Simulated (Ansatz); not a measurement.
**Si2H4 (SMILES [SiH][SiH3]): the energy, rung by rung**

The species is Si2H4 (6 atoms), meant as a triplet with charge 0. As SMILES, `[SiH][SiH3]`. The shape is that of a GFN2-xTB optimisation.

```xyz
6

Si    0.3227   -1.5759    0.2873
Si   -0.3001    0.5233   -0.2457
H     1.4279   -2.0178    1.1558
H    -1.4565    0.3761   -1.1360
H     0.7149    1.3253   -0.9511
H    -0.7089    1.3690    0.8897
```

Quantity: the energy change with the Si1–Si2 bond stretched from 2.254 to 3.380 Å, in eV. The values are calculated.

```csv
level,kind,program,value (eV),less FCI/STO-3G,CPU time (all runs)
USVWN5/STO-3G,LDA,Ansatz,3.09,+0.39,1.7 s
UBLYP/STO-3G,GGA,Ansatz,2.49,-0.21,3.1 s
U-r2SCAN/STO-3G,meta-GGA,Ansatz,2.98,+0.28,8 s
UBHLYP/STO-3G,global hybrid,Ansatz,2.72,+0.02,2.9 s
UPBE0/STO-3G,global hybrid,Ansatz,2.97,+0.27,3.5 s
U-wB97X/STO-3G,range-separated hybrid,Ansatz,2.92,+0.22,16 s
UMP2/STO-3G,perturbation theory,Ansatz,2.79,+0.09,0.32 s
UCCSDT/STO-3G,coupled cluster or CI,Ansatz,2.70,0.00,1.4 s
UCCSDTQ/STO-3G,coupled cluster or CI,Ansatz,2.70,0.00,55 s
FCI/STO-3G,exact in the basis,Ansatz,2.70,0.00,6.3 s
```

FCI/STO-3G is exact within its basis and frozen core, so for wave-function methods in that basis the difference is their error; functionals converge differently with the basis, so for them it is only a difference. The first shape isn't each level's own minimum. The values span 2.49 to 3.09 eV. All rows use very small basis sets, so even the best lies far from the true value. CPU times are rough (shared hosts, several kinds of processor): they show what a rung costs within a factor of a few.
